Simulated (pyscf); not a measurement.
PySCF, gas phase, ωB97X-D3(BJ)/def2-SVP geometries.

Q: •O–GeH₃ + H₂ -> HO–GeH₃ + H•
Surface: doublet. Broken: H–H. Formed: H–O. Give ΔE‡ and ΔE from r²SCAN/def2-TZVP, relative to the separated reactants.

A: ΔE‡ = 3.7 kJ/mol, ΔE = -39.0 kJ/mol. ωB97M-D3(BJ)/def2-TZVP gives 19.2 kJ/mol and -50.6 kJ/mol. Zero-point energy shifts the barrier by +1.3 kJ/mol. It is a hydrogen abstraction, with an imaginary mode of 1016i cm⁻¹. •O–GeH₃ lies 138.3 kJ/mol over its isomer HO–GeH₂• (electronic energy, ωB97M-D3(BJ)/def2-TZVP). One saddle was located; it need not be the lowest between these sides. The angle at the transferred H is 159°. Elements up to Kr have no core potential and no relativistic terms here.
